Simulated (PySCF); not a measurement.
**SiCl⁻: input and log**

State: ³Σ⁻ (triplet), unpaired electrons π ↑↑.

An equivalent input (the run itself took its basis sets from the Basis Set Exchange, started from a PBE0 density and held the occupation σ 9α 9β, πx 4α 3β, πy 4α 3β):

```python
from pyscf import gto, scf, cc
mol = gto.M(atom='Si 0 0 0; Cl 0 0 2.266', basis={'Si': 'aug-pcseg-1', 'Cl': 'aug-pcseg-1'},
            charge=-1, spin=2, verbose=4, symmetry='C2v')
mf = scf.UHF(mol)
mf.irrep_nelec = {'A1': (9, 9), 'B1': (4, 3), 'B2': (4, 3)}
mf.conv_tol = 1e-9
mf.max_cycle = 60
mf.diis_space = 10
mf.kernel()
mycc = cc.CCSD(mf, frozen=[[0, 1, 2, 3, 4, 5, 6, 7, 8, 9], [0, 1, 2, 3, 4, 5, 6, 7, 8, 9]])
mycc.run(conv_tol=1e-7, conv_tol_normt=1e-5, max_cycle=80, diis_space=8)
et = mycc.ccsd_t()
```

The SCF ended at -748.40181875 hartree. The coupled-cluster part of the log:

```
******** <class 'pyscf.cc.uccsd.UCCSD'> ********
CC2 = 0
CCSD nocc = (7, 5), nmo = (44, 44)
frozen orbitals [[0, 1, 2, 3, 4, 5, 6, 7, 8, 9], [0, 1, 2, 3, 4, 5, 6, 7, 8, 9]]
max_cycle = 80
direct = 0
conv_tol = 1e-07
conv_tol_normt = 1e-05
diis_space = 8
diis_start_cycle = 0
diis_start_energy_diff = 1e+09
Init t2, MP2 energy = -0.205760284215325
Init E_corr(UCCSD) = -0.205760284218574
cycle = 1  E_corr(UCCSD) = -0.223067756917456  dE = -0.0173074727  norm(t1,t2) = 0.0709957
cycle = 2  E_corr(UCCSD) = -0.228389529721093  dE = -0.0053217728  norm(t1,t2) = 0.0282231
cycle = 3  E_corr(UCCSD) = -0.23083532497111  dE = -0.00244579525  norm(t1,t2) = 0.0166227
cycle = 4  E_corr(UCCSD) = -0.231566514750855  dE = -0.00073118978  norm(t1,t2) = 0.00707787
cycle = 5  E_corr(UCCSD) = -0.231374192210748  dE = 0.00019232254  norm(t1,t2) = 0.00342903
cycle = 6  E_corr(UCCSD) = -0.231400763274249  dE = -2.65710635e-05  norm(t1,t2) = 0.00100521
cycle = 7  E_corr(UCCSD) = -0.231420456408812  dE = -1.96931346e-05  norm(t1,t2) = 0.000444797
cycle = 8  E_corr(UCCSD) = -0.231419549113076  dE = 9.07295736e-07  norm(t1,t2) = 0.000173034
cycle = 9  E_corr(UCCSD) = -0.231419733677012  dE = -1.84563937e-07  norm(t1,t2) = 8.17228e-05
cycle = 10  E_corr(UCCSD) = -0.231420305735615  dE = -5.72058602e-07  norm(t1,t2) = 3.48312e-05
cycle = 11  E_corr(UCCSD) = -0.231420624418134  dE = -3.18682519e-07  norm(t1,t2) = 1.58542e-05
cycle = 12  E_corr(UCCSD) = -0.231420593605284  dE = 3.08128502e-08  norm(t1,t2) = 5.50248e-06
UCCSD converged
E(UCCSD) = -748.6332393397033  E_corr = -0.2314205936052836
UCCSD(T) correction = -0.00732803692510149
```

T1 diagnostic 0.020, D1 0.058, 12 electrons correlated.

Repeating this along the bond gives Re = 2.316 Å and ωe = 321 cm⁻¹.

A point of this curve took 4.5 CPU seconds beside 0.11 for the integrals (shared host).

Correlated steps freeze 10 core orbitals. The state was picked by a PBE0 search and need not be the measured ground state.
